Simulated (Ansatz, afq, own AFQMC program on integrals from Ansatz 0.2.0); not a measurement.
Integrals from Ansatz 0.2.0, then the random walk in our own AFQMC program (afq).

```yaml
crystal:
  periodic: [false, false, false]
  atoms:
    - {symbol: N, position_ang: [0.000000, -0.152664, 0.670875]}
    - {symbol: O, position_ang: [0.000000, 0.076202, -0.666109]}
    - {symbol: H, position_ang: [0.000000, 0.911895, 1.250680]}
basis:
  gaussian: {orbitals: cc-pVDZ}
magnetization: {spin_polarized: false}
correlation: {method: ccsd_t, electrons: outside_noble_gas, hamiltonian_folder: ham}
```

```sh
$ ansatz run in.yaml --threads 1 --pin off --events-out ev --progress --plain --max-ram 1382MiB
```

afq runs on the folder ham with

```
--method phaseless --trial cid --walkers 2 --populations 1 --least-time 40 --time-step 0.01 --steps-per-block 5 --equilibration-blocks 120 --max-blocks 1200 --target-error 0.00084 --factor-cut 1e-05 --seed 109 --taylor-order 6
```

Times are imaginary, in 1/Eh. The walk had a cap of 90 s.

```
orbitals 31  electrons 6 6  factors 226 of 313
reference energy -129.73399723 Eh
CCSD correlation -0.39131937 Eh in 12 cycles, weight of the determinant in the CISD state 0.8499
energy of the start -130.125675 Eh
 block  time / (1/Eh)  mean weight  energy / Eh
     1     0.050  1.0377  -130.123770
     2     0.100  0.9957  -130.124128
     3     0.150  0.9985  -130.123956
     4     0.200  0.9880  -130.121992
     5     0.250  0.9855  -130.118161
     8     0.400  1.0086  -130.113200
    34     1.700  0.9975  -130.146345
   133     6.650  1.0194  -130.156620
   232    11.600  0.9989  -130.123088
   331    16.550  1.0381  -130.125944
   430    21.500  1.0279  -130.138788
   529    26.450  0.9687  -130.134869
   628    31.400  0.9929  -130.078872
   694    34.700  0.9862  -129.990195
   727    36.350  1.0806  -130.220703
   826    41.300  1.0069  -130.173245
   925    46.250  0.9684  -130.178974
  1024    51.200  0.9757  -130.165649
  1123    56.150  0.9930  -130.155302
  1222    61.100  1.0292  -130.151525
  1288    64.400  1.0383  -130.251941
blocks merged  error / Eh  count
     1  0.002358  1200
     2  0.003032  600
     4  0.003808  300
     8  0.004857  150
    16  0.005728  75
    32  0.006268  37
    64  0.007756  18
   128  0.009711  9
energy -130.151201 +/- 0.007756 Eh
(rows thinned)
```

The run failed at least one of its tests; the cautions name the faults. The second half of the sampling lies below the first by 3.8 errors of their difference, so the energy may still be moving and its error bar be too small.

Against this walk (error 211.0 meV) on the same determinant: CCSD(T) 229.3 meV higher (within the noise), CCSDT(Q) 149.0 meV higher (within the noise), a separate phaseless walk with a CISD trial and standard settings 195.3 ± 213.5 meV higher (within the noise). The error is statistical and leaves out the bias of the constraint. None of these is a sure reference here.

A setting was made bad on purpose (too few walkers), so the walk's energy isn't to be trusted.

Cautions: constraint bias not in the error; halves of the run differ; error above the target (211.0 against 22.9 meV); higher spins were not checked; restricted determinant unstable towards unrestricted (UHF 947 meV lower, ⟨S²⟩ 0.70); strong correlation (T1 0.025, weight of the determinant 0.85, largest double 0.20); so few walkers bias the energy; the time-step error isn't removed.

CCSDT and higher add their correlation energy to the determinant of the CCSD(T) run, since their own runs factorise the integrals more tightly (a shift of under 2 meV). A walk keeps the symmetry of its determinant, which the program's search chose and which needn't be the lowest solution, so a lower state of the same spin and another symmetry isn't excluded.
